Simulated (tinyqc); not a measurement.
Worked calculation: RHF in the sto-3g basis, for HF, spin multiplicity 1. One step of it, computed by the program tinyqc.

Problem. Iteration 3: building the Fock matrix. J_ij = sum D_kl (ij|kl), K_ij = sum D_kl (ik|jl); F = H + J - 0.5 K; E = tr D H + tr D J / 2 - 0.25 tr D K + E_nn.

D after iteration 2, lower triangle:
```
            1F 1s      1F 2s    1F 2px    1F 2py    1F 2pz     2H 1s
1F 1s    2.118099
1F 2s   -0.499590   2.139952
1F 2px   0.000000   0.000000  2.000000
1F 2py   0.000000   0.000000  0.000000  2.000000
1F 2pz   0.068206  -0.376809  0.000000  0.000000  0.961060
2H 1s    0.004251  -0.157285  0.000000  0.000000  0.786894  0.655895
```

core Hamiltonian H = T + V (hartree), lower triangle:
```
             1F 1s       1F 2s     1F 2px     1F 2py     1F 2pz      2H 1s
1F 1s   -40.532851
1F 2s    -9.510529  -11.009558
1F 2px    0.000000    0.000000  -8.678456
1F 2py    0.000000    0.000000   0.000000  -8.678456
1F 2pz   -0.011661   -0.142998   0.000000   0.000000  -8.763461
2H 1s    -1.478003   -3.260755   0.000000   0.000000  -2.219160  -4.918127
```

Two-electron integrals (ij|kl) in chemists' order, unique and non-zero (hartree):
```
(11|11) 5.403501   (21|11) 0.841920   (21|21) 0.156299   (22|11) 1.268028
(22|21) 0.292344   (22|22) 0.926167   (31|31) 0.027998   (32|31) 0.043169
(32|32) 0.204588   (33|11) 1.264502   (33|21) 0.292403   (33|22) 0.925959
(33|33) 0.997514   (41|41) 0.027998   (42|41) 0.043169   (42|42) 0.204588
(43|43) 0.053770   (44|11) 1.264502   (44|21) 0.292403   (44|22) 0.925959
(44|33) 0.889973   (44|44) 0.997514   (51|51) 0.027998   (52|51) 0.043169
(52|52) 0.204588   (53|53) 0.053770   (54|54) 0.053770   (55|11) 1.264502
(55|21) 0.292403   (55|22) 0.925959   (55|33) 0.889973   (55|44) 0.889973
(55|55) 0.997514   (61|11) 0.131598   (61|21) 0.024227   (61|22) 0.045038
(61|33) 0.044969   (61|44) 0.044969   (61|51) 0.000995   (61|52) 0.001867
(61|55) 0.045184   (61|61) 0.003794   (62|11) 0.336053   (62|21) 0.078530
(62|22) 0.277888   (62|33) 0.273805   (62|44) 0.273805   (62|51) 0.005358
(62|52) 0.041944   (62|55) 0.285782   (62|61) 0.012354   (62|62) 0.102962
(63|31) 0.008187   (63|32) 0.048639   (63|53) 0.008813   (63|63) 0.015202
(64|41) 0.008187   (64|42) 0.048639   (64|54) 0.008813   (64|64) 0.015202
(65|11) 0.229878   (65|21) 0.054404   (65|22) 0.206068   (65|33) 0.197278
(65|44) 0.197278   (65|51) 0.011431   (65|52) 0.078101   (65|55) 0.223413
(65|61) 0.008915   (65|62) 0.093643   (65|65) 0.099726   (66|11) 0.494229
(66|21) 0.117386   (66|22) 0.479308   (66|33) 0.463024   (66|44) 0.463024
(66|51) 0.009970   (66|52) 0.110184   (66|55) 0.511334   (66|61) 0.018581
(66|62) 0.228626   (66|65) 0.241675   (66|66) 0.774606
```

nuclear repulsion = 4.57062850 hartree

Give: Coulomb J; exchange K; Fock matrix F; total energy of this density.

Solution.

Coulomb J (hartree), lower triangle:
```
          1F 1s   1F 2s  1F 2px  1F 2py  1F 2pz   2H 1s
1F 1s   20.1721
1F 2s    3.8414  9.5210
1F 2px   0.0000  0.0000  9.5264
1F 2py   0.0000  0.0000  0.0000  9.5264
1F 2pz  -0.0059  0.0337  0.0000  0.0000  9.4837
2H 1s    0.5953  2.8320  0.0000  0.0000  2.1061  5.0337
```

exchange K (hartree), lower triangle:
```
          1F 1s    1F 2s  1F 2px  1F 2py  1F 2pz   2H 1s
1F 1s   11.0748
1F 2s    1.9073   3.0827
1F 2px   0.0000   0.0000  2.6168
1F 2py   0.0000   0.0000  0.0000  2.6168
1F 2pz   0.0042  -0.0941  0.0000  0.0000  2.0203
2H 1s    0.3125   0.9836  0.0000  0.0000  0.8123  1.1200
```

Fock matrix F (hartree), lower triangle:
```
           1F 1s    1F 2s   1F 2px   1F 2py   1F 2pz    2H 1s
1F 1s   -25.8982
1F 2s    -6.6228  -3.0298
1F 2px    0.0000   0.0000  -0.4605
1F 2py    0.0000   0.0000   0.0000  -0.4605
1F 2pz   -0.0196  -0.0622   0.0000   0.0000  -0.2899
2H 1s    -1.0390  -0.9205   0.0000   0.0000  -0.5192  -0.4444
```

total energy of this density = -98.564484 hartree
